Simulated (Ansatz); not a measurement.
# AlHNa: the cost of one run

The runs use Ansatz 0.2.0, Gaussian basis; def2-QZVPP, core rule «outside noble gas», up to 10 orbitals frozen.

The runs, in order: UHF; ROHF; CCSD(T) on UHF.

2 further runs of the same task are left out: 2 set aside as unsound or not needed.

## 1. The geometry

The geometry is a PBE0/def2-TZVP stationary point (not a proven minimum) of the parent state, kept for this charge and spin.

3 atoms, charge 1, spin multiplicity 3.

Atoms are counted from 1 here; the program's logs count them from 0.

Bond lengths: Al1–H3 1.640 Å.

## 2. UHF

in.yaml

```yaml
crystal:
  periodic: [false, false, false]
  atoms:
    - {symbol: Al, position_ang: [0.000000, -0.097406, 1.320837]}
    - {symbol: Na, position_ang: [0.000000, 0.060651, -1.650695]}
    - {symbol: H, position_ang: [0.000000, 1.224099, 2.292676]}
basis:
  gaussian: {orbitals: "def2-QZVPP.json"}
total_charge: 1
magnetization: {spin_polarized: true, initial_magnetization: 2}
hamiltonian: {xc: hf}
output: {orbitals: {seedname: orbitals}}
```

Command:

```console
$ ansatz run in.yaml --threads 1 --pin off --events-out ev --progress --plain --max-ram 2393MiB
```

What time and memory should one allow on 1 thread of Arm Neoverse N1, shared host?

About 14 s, with a peak of 0.33 GiB.
